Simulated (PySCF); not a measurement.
Proton affinity of methoxyethene, site by site

Molecule: methoxyethene, `C=COC` (C3H6O). Atom numbers as in the mapped SMILES `[CH2:1]=[CH:2][O:3][CH3:4]`.

Energies: ωB97X-D3(BJ)/def2-TZVP (PySCF, density fitting, integration grid level 2) on PBE0-D3(BJ)/def2-SVP structures. ωB97X-D3(BJ) is ωB97X-V with D3(BJ) in place of VV10. Thermal corrections: PBE0-D3(BJ)/def2-SVP frequencies, unscaled, ideal gas at 298.15 K and 1 bar, quasi-RRHO entropy.

```
              site     product  PA / kJ/mol  GB / kJ/mol  gas share  above best in 1,4-dioxane / kJ/mol
C1 (alkene carbon)  C/C=[O+]\C          865          838   > 99.9 %                                 0.0
 O3 (ether oxygen)   C=C[OH+]C          761          733    < 0.1 %                                98.3
```

PA is −ΔH and GB is −ΔG of B + H⁺ → BH⁺ in the gas phase. Shares are Boltzmann weights among the listed products; an error of 10 kJ/mol changes a ratio about 56-fold. Sites whose products fell apart, merged with another or lost in a GFN2-xTB screen aren't listed. Values in solvent are IEF-PCM free energies relative to the most favourable product.

Among these, C1 (alkene carbon) wins by 106 kJ/mol in gas-phase free energy over O3.

In 1,4-dioxane the product from C1 is solvated 136 kJ/mol more strongly than the parent (electrostatics only).

Measured values (NIST Chemistry WebBook, evaluated or the median of agreeing entries): proton affinity (−ΔH) 859 kJ/mol (computed 865, difference 6); gas-phase basicity (−ΔG) 830 kJ/mol (computed 838, difference 8). These are compared with the most favourable site that keeps the skeleton.

Hardware: 1 thread of Arm Neoverse V2, shared with other jobs. Command: `OMP_NUM_THREADS=1 python redox_run.py task.json out`. Structures, frequencies and single points: 4.6 min.

Differences come from unrounded values, so a last digit can differ from that of the printed terms.
